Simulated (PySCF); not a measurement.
EPR parameters of C5H5O

Species: C5H5O (doublet state).
Geometry (GFN2-xTB, Å), atoms numbered from 1 in this order:
```xyz
11
C5H5O angstrom
C      2.800   -0.184    0.108
C      1.499    0.074    0.298
C      0.296    0.290    0.451
C     -1.075    0.583    0.672
C     -2.018   -0.248   -0.169
O     -1.448    1.427    1.465
H      3.552    0.354    0.658
H      3.120   -0.932   -0.597
H     -1.865   -1.305    0.044
H     -3.046    0.027    0.053
H     -1.812   -0.082   -1.225
```

The hyperfine couplings belong to this conformer and change with its torsions.

Identity: `[CH2]C#CC(C)=O` [radical].

Method used: PySCF, UKS B3LYP, pcH-1 on C H O, non-relativistic, mean-field spin-orbit, GIAO. Isolated species at its GFN2-xTB geometry, gas phase. A GFN2-xTB geometry isn't a minimum of the functional, and hyperfine couplings can be far from their values at a DFT geometry. The SCF solution wasn't tested for stability. ⟨S²⟩ is 0.776 where a pure state has 0.75.

```
g1, g2, g3        : 2.00213, 2.00374, 2.00589
g_iso             : 2.00392
Form of g         : rhombic: the two nearest values differ by 43 % of g3 − g1
⟨S²⟩              : 0.7757 (exact 0.7500)
α and β electrons : 22, 21
Basis functions   : 200
```

Isotropic coupling and dipolar principal values T1 to T3, in 10⁻⁴ cm⁻¹ (1 × 10⁻⁴ cm⁻¹ = 2.998 MHz):

```tsv
atom	isotope	a_iso	T1	T2	T3	Mulliken spin population
C1	13C	19.1	-18.2	-17.8	36.0	0.71
C2	13C	-20.3	-7.7	-0.1	7.8	-0.25
C3	13C	14.6	-14.4	-10.4	24.8	0.51
C4	13C	-8.4	-2.8	0.8	2.1	-0.07
C5	13C	-0.3	-0.3	0.0	0.2	0.00
O6	17O	-4.0	-17.9	8.8	9.1	0.18
H7	1H	-16.1	-8.3	-0.4	8.7	-0.03
H8	1H	-16.2	-8.3	-0.4	8.7	-0.03
H9	1H	0.2	-0.7	-0.4	1.1	0.00
H10	1H	0.0	-0.4	-0.2	0.7	0.00
H11	1H	0.2	-0.7	-0.4	1.1	0.00
```

The largest Mulliken spin populations are on C1 (+0.71), C3 (+0.51), C2 (-0.25) and O6 (+0.18). Three atoms exceed +0.15. The positive populations add up to 1.39 and the negative ones to -0.39, together 2S = 1. The angles at C1 add up to 360.0°, so it is planar; its axial dipolar tensor and the negative couplings of its protons fit spin in a p orbital normal to that plane.

Axes: g3 points within 12° of the C1–H8 bond.

Under fast tumbling the dipolar parts average out, and these isotropic splittings remain: 1 × 1H (H8, I = 1/2, 2 lines) with 1.73 mT and 1 × 1H (H7, I = 1/2, 2 lines) with 1.73 mT.

H7 and H8 aren't averaged: C1 is flat or nearly so (angle sum 360°), and its turn about the short C1–C2 bond (1.34 Å) is taken as slow.

The 17O coupling of O6 (-12.0 MHz) shows only in satellite lines or after enrichment, since that isotope makes up about 0.038 % of natural oxygen.

The 13C coupling of C2 (-60.8 MHz) shows only in satellite lines or after enrichment, since that isotope makes up about 1.07 % of natural carbon.

β density exceeds α density at some nuclei, such as C2 (-0.0541), C4 (-0.0223) and H8 (-0.0108), spin density in bohr⁻³. In a single determinant that takes different orbitals for the two spins, that is spin polarisation.
